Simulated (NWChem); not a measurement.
# NH, triplet; SMILES [NH]

```xyz
2

N      0.0000     0.0000    -0.1308
H      0.0000     0.0000     0.9159
```
Atoms are numbered in this order, from 1.

Results from NWChem. Spin-unrestricted. Coordinates come from a PBE0/def2-SVP, spin-unrestricted optimisation. No stability test was run on the SCF state.

**Question.** Taking PBE/def2-QZVP as the yardstick, which of these has the fewest basis functions while keeping “highest occupied level (eV)” within 0.1 eV of it: PBE/def2-TZVPP; PBE/def2-SVP; PBE/def2-SVPD; PBE/def2-TZVP?

**Answer.** PBE/def2-SVPD.
```csv
level,basis functions,highest occupied level (eV)
PBE/def2-SVP,19,-7.47
PBE/def2-SVPD,28,-7.84
PBE/def2-TZVP,37,-7.82
PBE/def2-TZVPP,45,-7.82
PBE/def2-QZVP,87,-7.88
```

The yardstick is one finite set, not the basis-set limit.
